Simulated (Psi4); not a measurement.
# wB97X-D/def2-TZVPD (density fitting, sweep point 6) run of C3H5Cl (allyl chloride)

Aim: the vertical ionisation energy of C3H5Cl (allyl chloride) at wB97X-D/def2-TZVPD (density fitting, sweep point 6), from 2 runs. 

The calculation is run with Psi4 1.11.

4 further runs of the same task are left out: 4 set aside as unsound or not needed.

## 1. Starting point

The species is C3H5Cl (9 atoms), meant as a singlet with charge 0. SMILES: `C=CCCl`. The coordinates come from a PBE0-D4/def2-TZVP relaxation. This is one conformer, not always the lowest.

Bond lengths: C1–C2 1.325 Å, C2–C3 1.483 Å, C3–Cl4 1.795 Å, C1–H5 1.083 Å, C1–H6 1.085 Å, C2–H7 1.087 Å, C3–H8 1.089 Å, C3–H9 1.090 Å. Some angles: C1–C2–C3 123.4°, C2–C3–Cl4 111.0°, C1–C2–H7 120.5°, C3–C2–H7 116.1°, C2–C1–H5 121.5°, C2–C1–H6 121.4°, C2–C3–H8 111.7°, C2–C3–H9 111.8°, Cl4–C3–H8 107.1°, Cl4–C3–H9 105.6°.

## 2. A single-point energy at wB97X-D/def2-TZVPD (density fitting, sweep point 6)

The input, c3h5cl.inp:

```
memory 1.6 GB

molecule {
  0 1
  C     -0.55813061     2.48534890    -0.84603039
  C      0.69959551     0.32367229    -0.73366727
  C      0.15153714    -1.68470974     1.14226385
  Cl    -0.74226552    -4.57289156    -0.39544409
  H     -0.08360148     3.92881620    -2.21816053
  H     -2.10861310     2.88867315     0.43492047
  H      2.23067051    -0.05894056    -2.04715921
  H     -1.39903984    -1.16027294     2.38959648
  H      1.80986630    -2.14969575     2.27371847
  units au
  symmetry c1
}

set reference rks
set puream true
set scf_type df
set dft_radial_points 99
set dft_spherical_points 590
set d_convergence 1e-08
set e_convergence 1e-08

result, w = energy("wb97x-d/def2-TZVPD", return_wfn=True)
print_variables()
```

Command:

```console
$ psi4 -n 1 c3h5cl.inp c3h5cl.out
```

c3h5cl.out, shortened:

```text
[...]
  Running in c1 symmetry.
[...]
  Nuclear repulsion =  144.034804920934647
[...]
  Multiplicity = 1
[...]
  Nalpha       = 20
  Nbeta        = 20
[...]
    Number of basis functions: 202
[...]
   @DF-RKS iter   1:  -577.33575878848740   -3.93999e-01   3.05310e-03 ADIIS/DIIS
[...]
   @DF-RKS iter  12:  -577.51991242220538   -1.43245e-11   3.56269e-09 DIIS
[...]
    Orbital Energies [Eh]
    ---------------------
    Doubly Occupied:
       1A   -101.684418     2A    -10.350322     3A    -10.305064
       4A    -10.294393     5A     -9.569942     6A     -7.316427
       7A     -7.307717     8A     -7.307567     9A     -0.965637
      10A     -0.885396    11A     -0.774272    12A     -0.669220
      13A     -0.584481    14A     -0.544762    15A     -0.525227
      16A     -0.487451    17A     -0.458267    18A     -0.388417
      19A     -0.380840    20A     -0.360111
[...]
  @DF-RKS Final Energy:  -577.51991242220538
   => Energetics <=
    Nuclear Repulsion Energy =            144.0348049209346470
    One-Electron Energy =               -1078.2198749922613388
    Two-Electron Energy =                 389.6743263170709497
    DFT Exchange-Correlation Energy =     -33.0065576576874662
    Empirical Dispersion Energy =          -0.0026110102621863
    VV10 Nonlocal Energy =                  0.0000000000000000
    Total Energy =                       -577.5199124222053797
[...]
 Multipole Moments:
 ------------------------------------------------------------------------------------
     Multipole            Electronic (a.u.)      Nuclear  (a.u.)        Total (a.u.)
 ------------------------------------------------------------------------------------
 L = 1.  Multiply by 2.5417464519 to convert [e a0] to [Debye]
 Dipole X            :         -0.9553166            1.1598562            0.2045396
 Dipole Y            :         -6.9872231            7.6797477            0.6925246
 Dipole Z            :         -0.7778168            1.0837024            0.3058856
 Magnitude           :                                                    0.7842147
[...]
```

It took 74 s on 1 thread of Intel Xeon at 2.70GHz, shared host; peak memory 1.3 GiB.

## 3. The doublet cation at the same level

The input, job.in:

```
memory 1600 MB

molecule {
  1 2
  C     -0.55813061     2.48534890    -0.84603039
  C      0.69959551     0.32367229    -0.73366727
  C      0.15153714    -1.68470974     1.14226385
  Cl    -0.74226552    -4.57289156    -0.39544409
  H     -0.08360148     3.92881620    -2.21816053
  H     -2.10861310     2.88867315     0.43492047
  H      2.23067051    -0.05894056    -2.04715921
  H     -1.39903984    -1.16027294     2.38959648
  H      1.80986630    -2.14969575     2.27371847
  units bohr
  symmetry c1
}

set {
  reference uks
  puream true
  scf_type df
  dft_radial_points 99
  dft_spherical_points 590
  d_convergence 1e-08
  e_convergence 1e-08
  maxiter 100
}

energy("wb97x-d/def2-TZVPD")
```

Command:

```console
$ psi4 -i job.in -o job.out -n 1
```

job.out, shortened:

```text
[...]
  Running in c1 symmetry.
[...]
  Nuclear repulsion =  144.034804920934647
[...]
  Multiplicity = 2
[...]
  Nalpha       = 20
  Nbeta        = 19
[...]
    Number of basis functions: 202
[...]
   @DF-UKS iter   1:  -576.89807345534166    4.36864e-02   3.13787e-03 ADIIS/DIIS
[...]
   @DF-UKS iter  25:  -577.14591423433671   -2.19416e-11   4.48613e-09 DIIS
[...]
   @S^2 Observed:                7.574916601E-01
[...]
    Orbital Energies [Eh]
    ---------------------
    Alpha Occupied:
       1A   -101.907104     2A    -10.600712     3A    -10.593852
       4A    -10.568022     5A     -9.790337     6A     -7.538583
       7A     -7.529411     8A     -7.526441     9A     -1.209206
      10A     -1.149947    11A     -1.014572    12A     -0.919239
      13A     -0.836981    14A     -0.797975    15A     -0.756704
      16A     -0.717163    17A     -0.705661    18A     -0.653516
      19A     -0.598042    20A     -0.586154
    Alpha Virtual:
      21A     -0.215205    22A     -0.106888    23A     -0.079455
      24A     -0.072816    25A     -0.060989    26A     -0.035023
[...]
  @DF-UKS Final Energy:  -577.14591423433671
   => Energetics <=
    Nuclear Repulsion Energy =            144.0348049209346470
    One-Electron Energy =               -1068.6762406782645485
    Two-Electron Energy =                 380.3441204955316834
    DFT Exchange-Correlation Energy =     -32.8459879622762898
    Empirical Dispersion Energy =          -0.0026110102621863
    VV10 Nonlocal Energy =                  0.0000000000000000
    Total Energy =                       -577.1459142343366011
[...]
 Multipole Moments:
 ------------------------------------------------------------------------------------
     Multipole            Electronic (a.u.)      Nuclear  (a.u.)        Total (a.u.)
 ------------------------------------------------------------------------------------
 L = 1.  Multiply by 2.5417464519 to convert [e a0] to [Debye]
 Dipole X            :         -0.8110426            1.1598562            0.3488136
 Dipole Y            :         -5.2320440            7.6797477            2.4477037
 Dipole Z            :         -0.9984267            1.0837024            0.0852757
 Magnitude           :                                                    2.4739030
[...]
```

Run time: 2.9 min. Hardware: 1 thread of Intel Xeon at 2.70GHz, shared host; peak memory 1.3 GiB.

## 4. Outcome

At wB97X-D/def2-TZVPD (density fitting, sweep point 6):

| quantity | value |
| --- | --- |
| singlet C3H5Cl: total energy | -577.51991 Eh |
| singlet C3H5Cl: dipole moment | 1.99 D |
| singlet C3H5Cl: HOMO energy | -9.80 eV |
| singlet C3H5Cl: LUMO energy | 1.24 eV |
| singlet C3H5Cl: HOMO–LUMO gap | 11.04 eV |
| singlet C3H5Cl: dispersion energy | -6.86 kJ/mol |
| doublet cation: total energy | -577.14591 Eh |
| doublet cation: HOMO energy (highest over α and β) | -15.81 eV |
| doublet cation: LUMO energy (lowest over α and β) | -10.54 eV |
| doublet cation: dispersion energy | -6.86 kJ/mol |
| doublet cation: ⟨S²⟩ | 0.757 |
| vertical ionisation energy (to the doublet cation) | 10.177 eV |

**Reading.** Removing an electron at fixed nuclei costs 10.18 eV (235 kcal/mol). The negative HOMO energy of the first species, 9.80 eV, lies 0.38 eV below that difference.
